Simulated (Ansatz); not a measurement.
# AlH₃S₂ (SMILES [AlH2][S]S): single points off equilibrium

An exercise on one series of results from a longer session: the logs are not shown, and one member is left open.

The runs use Ansatz 0.2.0, Gaussian basis; single points in def2-TZVPP.

Cores are frozen in the correlated methods.

## Starting geometry

SMILES `[AlH2][S]S`, 6 atoms, charge 0, spin multiplicity 1.

Atoms are counted from 1 here; the program's logs count them from 0.

Bond lengths: Al1–S2 2.260 Å, Al1–S3 2.403 Å, Al1–H4 1.474 Å, Al1–H5 1.471 Å, S2–S3 2.094 Å, S3–H6 1.351 Å. Angles: S2–Al1–S3 53.2°, S2–Al1–H4 119.3°, S2–Al1–H5 117.9°, S3–Al1–H4 111.9°, S3–Al1–H5 105.4°, H4–Al1–H5 122.6°, Al1–S2–S3 66.9°, Al1–S3–S2 59.9°, Al1–S3–H6 97.0°, S2–S3–H6 97.2°.

Geometry (Å):

```mol
AlH3S2
  3D, bonds by distance, orders not assigned

  6  6  0  0  0  0  0  0  0  0999 V2000
   -0.7116    0.2254   -0.5691 Al  0  0
   -0.7154   -0.9178    1.3810 S   0  0
    1.1662   -0.8615    0.4647 S   0  0
   -1.1280   -0.4576   -1.8071 H   0  0
   -0.4044    1.6637   -0.5233 H   0  0
    1.6411    0.2194    1.1210 H   0  0
  1  2  8  0
  1  3  8  0
  1  4  8  0
  1  5  8  0
  2  3  8  0
  3  6  8  0
M  END
```

The first run:

File run/in.yaml:

```yaml
crystal:
  periodic: [false, false, false]
  atoms:
    - {symbol: Al, position_ang: [-0.711600, 0.225400, -0.569100]}
    - {symbol: S, position_ang: [-0.715400, -0.917800, 1.381000]}
    - {symbol: S, position_ang: [1.166200, -0.861500, 0.464700]}
    - {symbol: H, position_ang: [-1.128000, -0.457600, -1.807100]}
    - {symbol: H, position_ang: [-0.404400, 1.663700, -0.523300]}
    - {symbol: H, position_ang: [1.641100, 0.219400, 1.121000]}
basis:
  gaussian: {orbitals: def2-TZVPP}
correlation: {method: ccsd_t}
output: {forces: true}
```

No record of the launch command was kept for these runs.

Among the steps run: CCSD(T)/def2-TZVPP; PBE0-D4/def2-TZVPP; wB97M-V/def2-TZVPP; r2SCAN-D4/def2-TZVPP; PBE-D4/def2-TZVPP; CAM-B3LYP-D4/def2-TZVPP; r2SCANh-D4/def2-TZVPP.

One table of the session follows, with a row left open; its other results are not shown here.

```
      method  RMS force component (eV/Å)  angle to CCSD(T) forces (°)  dipole (D)
     CCSD(T)                       0.699                    reference        1.28
     PBE0-D4                       0.716                         14.6        1.31
     wB97M-V                       0.648                          8.8        1.26
   r2SCAN-D4                       0.705                         12.0        1.34
      PBE-D4                           ?                            ?           ?
CAM-B3LYP-D4                       0.661                         10.2        1.29
  r2SCANh-D4                       0.701                         13.7        1.33
```

Estimate the missing values for PBE-D4.

As computed: RMS force component (eV/Å): 0.735; angle to CCSD(T) forces (°): 13.0; dipole (D): 1.32. In the column «RMS force component (eV/Å)» it is the highest.
